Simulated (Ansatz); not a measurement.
**A rate constant, worked out**

An elementary step of CH$_{5}$BO, closed shell (CH₅BO ([CH3][BH][OH]) → BHO ([BH][O]) + CH₄; B–C, O–H broken or loosened, C–H formed or tightened). The start structure is the reactant molecule, and the electronic barrier above it is 2.751 eV by CCSD(T) at an estimated basis limit (MP2 extrapolated from triple and quadruple zeta, plus CCSD(T) − MP2 in triple zeta). Program: Ansatz 0.2.0. Basis: def2-TZVPP and def2-QZVPP. Cores are frozen in the correlated methods. Extrapolation: Hartree–Fock as exp(−7.88 √X), correlation as X^−2.97. Harmonic wavenumbers at PBE0-D4/def2-TZVP (Ansatz 0.2.0), in cm⁻¹:

Start: 113, 391, 562, 779, 786, 930, 983, 1075, 1191, 1314, 1389, 1447, 1471, 2597, 3031, 3100, 3111, 3854.

Saddle: 1558i, 256, 424, 518, 689, 776, 831, 1039, 1154, 1257, 1429, 1437, 1602, 2109, 2639, 3032, 3127, 3184.

Work out the transition-state-theory rate constant at 700 K from these numbers alone (harmonic vibrations; rotation, path degeneracy and anharmonicity left out), and the Wigner tunnelling factor. Use 1 cm⁻¹ = 1.2398 × 10⁻⁴ eV and k_B = 8.617 × 10⁻⁵ eV/K.

Zero-point energies, half the sums: start 28124/2 cm⁻¹ = 1.7435 eV; saddle, real modes only, 25503/2 cm⁻¹ = 1.5810 eV.
Barrier with zero-point energy: 2.751 + 1.5810 − 1.7435 = 2.5885 eV.
k_BT = 0.06032 eV, so the barrier is 42.91 k_BT.
Vibrational partition functions from the zero-point level, ln q = −Σ ln(1 − exp(−hν/k_BT)): start 3.743, saddle 3.034.
k = (k_BT/h) exp(ln q‡ − ln q) exp(−E0/k_BT), with log₁₀(k_BT/h in s⁻¹) = 13.16: log₁₀ k = 13.16 + (-0.709 − 42.91)/2.3026 = -5.78, so k ≈ 2 × 10^(-6) s⁻¹.
Wigner factor: 1 + (hν‡/k_BT)²/24 = 1 + (3.20)²/24 = 1.43. A change of 1 kcal/mol (0.043 eV) in the barrier would change k by a factor of 2.1 at this temperature.

The T1 diagnostic stays at or below 0.016.

Labels in which every atom is bracketed show which atoms are joined, not bond orders.

For scale, one of the runs: CCSD(T)/def2-TZVPP, 163 basis functions, launched by `ansatz run in.yaml --threads 2 --pin off --events-out ev --progress --plain --max-ram 4352MiB`. The run took 18 s on 2 CPU threads of an Arm Neoverse V2 (shared host), with 1.3 GiB of host memory at its peak.
